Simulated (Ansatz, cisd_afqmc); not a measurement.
Species: CH₄O, charge 1, doublet. CH4O+ (parent SMILES CO, doublet).
B3LYP-D3(BJ)/def2-TZVP minimum from Ansatz (a first-principles code):
```xyz
6

C     -0.0733     0.6211     0.1251
O      0.0496    -0.6923    -0.1845
H     -1.1776     0.8533     0.1127
H      0.6233    -1.2067     0.4321
H      0.4613     0.9684     1.0035
H      0.1358     1.1968    -0.8226
```
Charge +1, spin multiplicity 2.

Total energies in cc-pVDZ, 13 correlated electrons, 2 frozen orbitals. UHF or UKS for unpaired electrons; spin-orbit terms are left out. Correlated methods leave the cores frozen. No relativity. The Monte Carlo rows (phaseless AFQMC, CISD trial, step 0.005/hartree) carry one-sigma bars that omit the constraint's bias. Outlying blocks are dropped, and bars are widened where a walk drifts. Over all cases where full CI ran beside it in this data, AFQMC minus full CI had a median of +0.1 mEh and passed +0.4 mEh in a tenth of the cases.

```tsv
method	program	energy (Eh)	minus CCSDT(Q) (mEh)
HF	Ansatz	-114.69396	345.44
MP2	Ansatz	-114.99474	44.66
CCSD	Ansatz	-115.02984	9.56
CCSD(T)	Ansatz	-115.03792	1.48
CCSDT(Q)	Ansatz	-115.03940	0.00
AFQMC/CISD	cisd_afqmc	-115.0386 ± 0.0003	0.8 ± 0.3
```

Rough core times of Ansatz's runs on a shared machine: CCSD(T) under 20 s, CCSDT(Q) 40 s.
